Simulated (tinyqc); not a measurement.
Inside a calculation (part 2 of 2). Method: RHF in the sto-6g basis, for BH3, spin multiplicity 1. Computed by tinyqc, a small Python program that keeps every step (integrals from PySCF). Command: `OMP_NUM_THREADS=1 python tinyqc.py 27930 27931 out.jsonl` (the two numbers bound the seeds that draw the settings). One thread of a shared host (Intel(R) Xeon(R) Processor @ 2.60GHz), about 0.2 s of CPU time with the checks.

Geometry (angstrom):
```
atom          x          y         z
B      0.000000   0.000000  0.027000
H      1.304000   0.000000  0.000000
H     -0.652000   1.129000  0.000000
H     -0.652000  -1.129000  0.000000
```

## Iteration 1: diagonalisation and new density

Fock matrix F (hartree), lower triangle:
```
            1B 1s      1B 2s     1B 2px     1B 2py    1B 2pz      2H 1s      3H 1s      4H 1s
1B 1s   -7.392163
1B 2s   -2.096265  -1.148885
1B 2px   0.000010   0.000070   0.039309
1B 2py   0.000000   0.000000   0.000000   0.039292
1B 2pz   0.000613   0.005402  -0.000002   0.000000  0.194931
2H 1s   -0.436374  -0.536678  -0.259841   0.000000  0.006156  -0.307638
3H 1s   -0.436627  -0.536869   0.129989  -0.225061  0.006159  -0.162138  -0.307790
4H 1s   -0.436627  -0.536869   0.129989   0.225061  0.006159  -0.162138  -0.162233  -0.307790
```

X, lower triangle:
```
            1B 1s      1B 2s     1B 2px     1B 2py    1B 2pz      2H 1s      3H 1s     4H 1s
1B 1s    1.031472
1B 2s   -0.168519   1.314796
1B 2px   0.000007  -0.000095   1.160259
1B 2py   0.000000   0.000000   0.000000   1.160279
1B 2pz   0.000642  -0.006188   0.000002   0.000000  1.000133
2H 1s    0.023880  -0.280880  -0.303971   0.000000  0.006080   1.199978
3H 1s    0.023883  -0.281024   0.152077  -0.263326  0.006084  -0.013580   1.200121
4H 1s    0.023883  -0.281024   0.152077   0.263326  0.006084  -0.013580  -0.013567  1.200121
```

Diagonalise F' = X^T F X, C = X C', fill 4 alpha and 4 beta electrons from the bottom; D = 2 C_occ C_occ^T. Each column has its largest component positive (the first on a tie).

F' = X^T F X (hartree), lower triangle:
```
           1          2          3          4         5          6          7         8
1  -7.221290
2  -1.092223  -0.350940
3   0.000007  -0.000058   0.307762
4   0.000000   0.000000   0.000000   0.307764
5   0.001181  -0.004066   0.000001   0.000000  0.195153
6  -0.050154  -0.362419  -0.362070   0.000000  0.007101   0.025245
7  -0.050230  -0.362576   0.181127  -0.313633  0.007105  -0.053443   0.025303
8  -0.050230  -0.362576   0.181127   0.313633  0.007105  -0.053443  -0.053449  0.025303
```

orbital energies (hartree): MO1 -7.395319, MO2 -0.738492, MO3 -0.264833, MO4 -0.264827, MO5 0.194686, MO6 0.480441, MO7 0.651301, MO8 0.651344

coefficients C:
```
              MO1        MO2        MO3        MO4        MO5        MO6        MO7        MO8
1B 1s    0.993478  -0.229625  -0.000022   0.000000  -0.010237  -0.232837   0.000213   0.000000
1B 2s    0.025633   0.646664   0.000123   0.000000   0.049703   1.254059  -0.001281   0.000000
1B 2px  -0.000002  -0.000046   0.416118   0.000000   0.000004   0.000888   1.145294   0.000000
1B 2py   0.000000   0.000000   0.000000   0.416136   0.000000   0.000000   0.000000   1.145320
1B 2pz  -0.000175  -0.003034   0.000001   0.000000   0.998766  -0.053615   0.000044   0.000000
2H 1s   -0.003082   0.250724   0.597260   0.000000  -0.021241  -0.689686  -0.846467   0.000000
3H 1s   -0.003083   0.250833  -0.298559   0.517206  -0.021233  -0.688717   0.424266  -0.733729
4H 1s   -0.003083   0.250833  -0.298559  -0.517206  -0.021233  -0.688717   0.424266   0.733729
```

D after iteration 1, lower triangle:
```
            1B 1s      1B 2s     1B 2px     1B 2py     1B 2pz      2H 1s      3H 1s     4H 1s
1B 1s    2.079454
1B 2s   -0.246050   0.837663
1B 2px  -0.000002   0.000043   0.346309
1B 2py   0.000000   0.000000   0.000000   0.346338
1B 2pz   0.001047  -0.003934   0.000001   0.000000   0.000018
2H 1s   -0.121297   0.324258   0.497039   0.000000  -0.001519   0.839184
3H 1s   -0.121308   0.324178  -0.248495   0.430455  -0.001522  -0.230836   0.839132
4H 1s   -0.121308   0.324178  -0.248495  -0.430455  -0.001522  -0.230836  -0.230875  0.839132
```

Within a degenerate level the vectors are fixed only up to a rotation; this is one choice.

## Iteration 2: building the Fock matrix

core Hamiltonian H = T + V (hartree), lower triangle:
```
             1B 1s      1B 2s     1B 2px     1B 2py     1B 2pz      2H 1s      3H 1s      4H 1s
1B 1s   -13.661809
1B 2s    -3.400529  -4.565220
1B 2px    0.000010   0.000070  -3.865616
1B 2py    0.000000   0.000000   0.000000  -3.865616
1B 2pz    0.001010   0.008805  -0.000002   0.000000  -3.712360
2H 1s    -0.690475  -1.705214  -1.606625   0.000000   0.034809  -2.949968
3H 1s    -0.690879  -1.705842   0.803708  -1.391670   0.034825  -0.326873  -2.950391
4H 1s    -0.690879  -1.705842   0.803708   1.391670   0.034825  -0.326873  -0.327115  -2.950391
```

nuclear repulsion = 6.78963446 hartree

Given earlier and not repeated: Two-electron integrals (ij|kl) in chemists' order.

J_ij = sum D_kl (ij|kl), K_ij = sum D_kl (ik|jl); F = H + J - 0.5 K; E = tr D H + tr D J / 2 - 0.25 tr D K + E_nn.

Coulomb J (hartree), lower triangle:
```
            1B 1s      1B 2s     1B 2px     1B 2py     1B 2pz     2H 1s     3H 1s     4H 1s
1B 1s    9.008402
1B 2s    1.775616   4.143125
1B 2px  -0.000010  -0.000052   4.198730
1B 2py   0.000000   0.000000   0.000000   4.198715
1B 2pz  -0.001611  -0.010956   0.000001   0.000000   4.031928
2H 1s    0.365128   1.542567   1.587807   0.000000  -0.034838  3.213235
3H 1s    0.365344   1.543127  -0.794298   1.375380  -0.034855  0.278068  3.213577
4H 1s    0.365344   1.543127  -0.794298  -1.375380  -0.034855  0.278068  0.278279  3.213577
```

exchange K (hartree), lower triangle:
```
            1B 1s      1B 2s     1B 2px     1B 2py     1B 2pz     2H 1s     3H 1s     4H 1s
1B 1s    5.919594
1B 2s    1.006692   1.279840
1B 2px  -0.000003  -0.000083   0.973716
1B 2py   0.000000   0.000000   0.000000   0.973766
1B 2pz  -0.000356  -0.013452   0.000004   0.000000   0.246845
2H 1s    0.217839   0.674963   0.713409   0.000000  -0.011069  1.232918
3H 1s    0.217966   0.675151  -0.356821   0.617918  -0.011075  0.111304  1.233045
4H 1s    0.217966   0.675151  -0.356821  -0.617918  -0.011075  0.111304  0.111400  1.233045
```

Fock matrix F (hartree), lower triangle:
```
            1B 1s      1B 2s     1B 2px     1B 2py    1B 2pz      2H 1s      3H 1s      4H 1s
1B 1s   -7.613204
1B 2s   -2.128259  -1.062015
1B 2px   0.000002   0.000059  -0.153745
1B 2py   0.000000   0.000000   0.000000  -0.153783
1B 2pz  -0.000423   0.004575  -0.000003   0.000000  0.196145
2H 1s   -0.434267  -0.500129  -0.375522   0.000000  0.005505  -0.353192
3H 1s   -0.434518  -0.500289   0.187820  -0.325249  0.005508  -0.104457  -0.353337
4H 1s   -0.434518  -0.500289   0.187820   0.325249  0.005508  -0.104457  -0.104536  -0.353337
```

total energy of this density = -26.27088816 hartree

## Iteration 2: diagonalisation and new density

As before.

F' = X^T F X (hartree), lower triangle:
```
           1          2          3          4         5          6          7         8
1  -7.443328
2  -1.111965  -0.256786
3   0.000000  -0.000059   0.155974
4   0.000000   0.000000   0.000000   0.155960
5   0.000299  -0.004479   0.000001   0.000000  0.196355
6  -0.045545  -0.354571  -0.434809   0.000000  0.006758   0.006588
7  -0.045621  -0.354701   0.217485  -0.376625  0.006763  -0.021334   0.006643
8  -0.045621  -0.354701   0.217485   0.376625  0.006763  -0.021334  -0.021328  0.006643
```

orbital energies (hartree): MO1 -7.615281, MO2 -0.656557, MO3 -0.444493, MO4 -0.444471, MO5 0.195988, MO6 0.536051, MO7 0.628388, MO8 0.628424

coefficients C:
```
              MO1        MO2        MO3        MO4        MO5        MO6        MO7        MO8
1B 1s    0.994795  -0.220374   0.000000  -0.000044  -0.008669  -0.236196   0.000358   0.000000
1B 2s    0.021309   0.622646   0.000000   0.000180   0.040476   1.266563  -0.002064   0.000000
1B 2px  -0.000002  -0.000099   0.000000   0.491352   0.000001   0.001534   1.115089   0.000000
1B 2py   0.000000   0.000000   0.491362   0.000000   0.000000   0.000000   0.000000   1.115119
1B 2pz  -0.000049  -0.002909   0.000000   0.000001   0.999148  -0.045943   0.000068   0.000000
2H 1s   -0.003614   0.263812   0.000000   0.539628  -0.015715  -0.685492  -0.883890   0.000000
3H 1s   -0.003615   0.263978   0.467279  -0.269713  -0.015708  -0.683653   0.443596  -0.766492
4H 1s   -0.003615   0.263978  -0.467279  -0.269713  -0.015708  -0.683653   0.443596   0.766492
```

D after iteration 2, lower triangle:
```
            1B 1s      1B 2s     1B 2px     1B 2py     1B 2pz      2H 1s      3H 1s     4H 1s
1B 1s    2.076363
1B 2s   -0.232035   0.776284
1B 2px  -0.000003   0.000054   0.482854
1B 2py   0.000000   0.000000   0.000000   0.482873
1B 2pz   0.001185  -0.003625   0.000002   0.000000   0.000017
2H 1s   -0.123512   0.328563   0.530243   0.000000  -0.001533   0.721616
3H 1s   -0.123517   0.328479  -0.265100   0.459206  -0.001536  -0.151783   0.721585
4H 1s   -0.123517   0.328479  -0.265100  -0.459206  -0.001536  -0.151783  -0.151814  0.721585
```

## Iteration 9 (converged): orbitals

converged F (hartree), lower triangle:
```
            1B 1s      1B 2s     1B 2px     1B 2py    1B 2pz      2H 1s      3H 1s      4H 1s
1B 1s   -7.530263
1B 2s   -2.112520  -1.017690
1B 2px   0.000002   0.000059  -0.149217
1B 2py   0.000000   0.000000   0.000000  -0.149249
1B 2pz  -0.000473   0.005277  -0.000003   0.000000  0.238397
2H 1s   -0.431759  -0.491122  -0.373848   0.000000  0.005634  -0.339945
3H 1s   -0.432008  -0.491272   0.186986  -0.323796  0.005636  -0.108965  -0.340080
4H 1s   -0.432008  -0.491272   0.186986   0.323796  0.005636  -0.108965  -0.109044  -0.340080
```

As before.

F' = X^T F X (hartree), lower triangle:
```
           1          2          3          4         5          6          7         8
1  -7.359136
2  -1.114578  -0.203052
3   0.000000  -0.000061   0.162763
4   0.000000   0.000000   0.000000   0.162754
5   0.000182  -0.004024   0.000001   0.000000  0.238614
6  -0.044833  -0.355947  -0.440370   0.000000  0.006962   0.022685
7  -0.044909  -0.356073   0.220269  -0.381441  0.006967  -0.030167   0.022749
8  -0.044909  -0.356073   0.220269   0.381441  0.006967  -0.030167  -0.030162  0.022749
```

orbital energies (hartree): MO1 -7.532579, MO2 -0.631444, MO3 -0.434395, MO4 -0.434382, MO5 0.238255, MO6 0.564590, MO7 0.650020, MO8 0.650060

coefficients C:
```
              MO1        MO2        MO3        MO4        MO5        MO6        MO7        MO8
1B 1s    0.994487  -0.215510   0.000000  -0.000045  -0.009228  -0.241889   0.000404   0.000000
1B 2s    0.022481   0.592262   0.000000   0.000178   0.042366   1.280972  -0.002285   0.000000
1B 2px  -0.000002  -0.000107   0.000000   0.501430   0.000002   0.001702   1.110594   0.000000
1B 2py   0.000000   0.000000   0.501441   0.000000   0.000000   0.000000   0.000000   1.110623
1B 2pz  -0.000047  -0.003497   0.000000   0.000001   0.999111  -0.046697   0.000076   0.000000
2H 1s   -0.003739   0.280041   0.000000   0.531596  -0.015717  -0.679158  -0.888640   0.000000
3H 1s   -0.003740   0.280205   0.460318  -0.265690  -0.015709  -0.677096   0.446120  -0.770693
4H 1s   -0.003740   0.280205  -0.460318  -0.265690  -0.015709  -0.677096   0.446120   0.770693
```

D after iteration 9, lower triangle:
```
            1B 1s      1B 2s     1B 2px     1B 2py     1B 2pz      2H 1s      3H 1s     4H 1s
1B 1s    2.070899
1B 2s   -0.210562   0.702559
1B 2px  -0.000002   0.000052   0.502865
1B 2py   0.000000   0.000000   0.000000   0.502887
1B 2pz   0.001413  -0.004144   0.000002   0.000000   0.000024
2H 1s   -0.128187   0.331736   0.533057   0.000000  -0.001957   0.722062
3H 1s   -0.128189   0.331646  -0.266510   0.461645  -0.001960  -0.125514   0.722025
4H 1s   -0.128189   0.331646  -0.266510  -0.461645  -0.001960  -0.125514  -0.125545  0.722025
```

## Convergence

Stop when the energy changes by less than 1e-08 hartree and every element of the error matrix X^T (F D S - S D F) X is below 3e-05.

Course of the cycle:
```
iteration   E (hartree)     change  largest element of the error matrix
1          -26.00883076          -                             5.10e-01
2          -26.27088816  -2.62e-01                             1.16e-01
3          -26.29329987  -2.24e-02                             2.37e-02
4          -26.29444475  -1.14e-03                             5.79e-03
5          -26.29453426  -8.95e-05                             1.71e-03
6          -26.29454143  -7.17e-06                             4.78e-04
7          -26.29454200  -5.75e-07                             1.36e-04
8          -26.29454205  -4.61e-08                             3.84e-05
9          -26.29454205  -3.70e-09                             1.09e-05
```

PySCF RHF in the same basis = -26.29454205 hartree

Converged in 9 iterations.

## Populations, bond orders and dipole

overlap S, lower triangle:
```
           1B 1s     1B 2s     1B 2px     1B 2py     1B 2pz     2H 1s     3H 1s     4H 1s
1B 1s   1.000000
1B 2s   0.264891  1.000000
1B 2px  0.000000  0.000000   1.000000
1B 2py  0.000000  0.000000   0.000000   1.000000
1B 2pz  0.000000  0.000000   0.000000   0.000000   1.000000
2H 1s   0.053394  0.418994   0.447801   0.000000  -0.009272  1.000000
3H 1s   0.053425  0.419119  -0.223992   0.387863  -0.009276  0.078610  1.000000
4H 1s   0.053425  0.419119  -0.223992  -0.387863  -0.009276  0.078610  0.078669  1.000000
```

Mulliken: Z minus the diagonal of D S on the atom; Loewdin: the same with S^(1/2) D S^(1/2); Mayer order: 2 sum_s sum (D(s) S)_ij (D(s) S)_ji over the two atoms.

Charges (e):
```
atom   Mulliken    Loewdin
1B     0.219606   0.203405
2H    -0.073201  -0.067803
3H    -0.073202  -0.067801
4H    -0.073202  -0.067801
```

Mayer bond orders:
```
pair     order
2-1   0.985975
3-1   0.985978
3-2   0.004333
4-1   0.985978
4-2   0.004333
4-3   0.004330
```

dipole moment about the origin, x y z (debye): 0.000045  0.000000  0.075853
